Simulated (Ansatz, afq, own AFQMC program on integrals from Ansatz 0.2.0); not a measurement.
**GeHO, quartet: AFQMC among the cluster methods**

```yaml
atoms:
  - { symbol: Ge, position_ang: [0.0000, -0.0457, 0.4436] }
  - { symbol: O, position_ang: [0.0000, 0.1236, -2.0887] }
  - { symbol: H, position_ang: [0.0000, 1.3294, 1.1859] }
```

Connectivity, by distances: GeH ··· O.

Basis cc-pVDZ. Noble-gas cores (and the filled d shells of Ga–Kr and In–Xe) are frozen. Integrals, coupled cluster, full CI and functionals: Ansatz 0.2.0; the random walks run on the same integrals in our own AFQMC program. ph-AFQMC/CISD is guided by a CISD state made of CCSD amplitudes; releasing the constraint for a short imaginary time cuts its bias at the price of noise, slowly where states lie close. Uncertainties: one standard error, sampling alone. No spin–orbit coupling.

Determinant: UHF, the one that the program's search chose, which needn't be the lowest solution. The geometry is a point of a scan.

No full CI on the walks' own integrals is used here; CCSDT(Q) serves as the reference and is uncertain by about the last step of the cluster series.

Cautions: no relativity below Rb; no spin-orbit coupling; inner d shell frozen; lower spins were not checked; unrestricted determinant slightly spin contaminated (⟨S²⟩ 3.83 against 3.75).

```
T1 diagnostic                               : 0.0360
weight of the determinant in the CISD state : 0.871
⟨S²⟩ of the determinant                     : 3.833
size of the correlated space                : 11 electrons in 31 orbitals
```

```csv
level,correlation energy (eV)
MP2,-4.5799
CCSD,-5.6546
CCSD(T),-5.7671
```

Estimate where phaseless AFQMC with a CISD trial lies against CCSD(T) on the same integrals.

0.42 ± 0.30 kcal/mol below CCSD(T). The gap is under twice the noise, so this walk alone can't tell the two apart.

Reference: CCSDT(Q), correlation energy -5.839 eV. The released energy is read at 1.62 1/Eh, later times being too noisy (meV from the phaseless value at times in 1/Eh: -39 ± 14 at 0.24, -20 ± 14 at 0.51, -40 ± 20 at 0.99, -53 ± 24 at 1.62, 10 ± 40 at 2.40).

| level | E − E(reference) (kcal/mol) | share of correlation (%) |
| --- | --- | --- |
| CCSD(T) | 1.67 | 98.76 |
| CCSDT | 0.33 | 99.76 |
| ph-AFQMC/CISD | 1.25 ± 0.30 | 99.07 |
| released AFQMC | 0.02 ± 0.56 | 99.98 |

A walk keeps the symmetry of its determinant, which the program's search chose and which needn't be the lowest solution, so a lower state of the same spin and another symmetry isn't excluded. Released energies are given only where the last usable release times agree within the noise; a slower fall can still hide under it.
